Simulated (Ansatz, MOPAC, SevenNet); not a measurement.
**Ladder of methods for the elastic constant C11 of zinc-blende InAs**

Reference value: 83.3 GPa (measured, temperature not stated, no zero-point or thermal correction; as tabulated in Oses et al. (2018), arXiv:1811.08464).

| level (code) | value (GPa) | cell (Å³/atom) |
|---|---|---|
| PM7 semi-empirical Hartree-Fock (MOPAC) (MOPAC) | [?] | 27.83 |
| SevenNet-l3i5 (SevenNet) | 70.7 | 29.67 |
| PBE (Ansatz) | 70.8 | 29.59 |
| r²SCAN (Ansatz) | 82.7 | 28.49 |
| r²SCANh (Ansatz) | 87.0 | 28.24 |

Task: Complete the blanks.

Result: 
- PM7 semi-empirical Hartree-Fock (MOPAC) (MOPAC), value (GPa): 105

Differences against the reference: PM7 semi-empirical Hartree-Fock (MOPAC) +26 %, SevenNet-l3i5 -15.1 %, PBE -15.0 %, r²SCAN -0.7 %, r²SCANh +4.4 %.

The reference's temperature isn't stated, so close values are not ranked against it. Off by more than 25 % (a bound picked here): PM7 semi-empirical Hartree-Fock (MOPAC) (+26 %).

The reference has no zero-point or thermal correction, while the calculations are for a static lattice, so the differences are not the levels' errors alone. A static lattice is as a rule stiffer than a warm one, by over a tenth in soft solids.  PM7 semi-empirical Hartree-Fock (MOPAC): the method was fitted mainly to molecules. PM7 semi-empirical Hartree-Fock (MOPAC): the run uses a supercell at the zone centre in place of a k mesh. PBE: the solid has no gap at this level, which affects its response. Each level is taken at its own relaxed cell. Cutoffs and k meshes differ between the levels. Ansatz's density-functional and Hartree–Fock values are scalar-relativistic unless marked +SOC, with PAW data made under PBE.

Machine-learned potentials (SevenNet-l3i5) are trained on DFT data, which may include these solids.

Differences are worked out from the printed values.

Ansatz is a first-principles code.
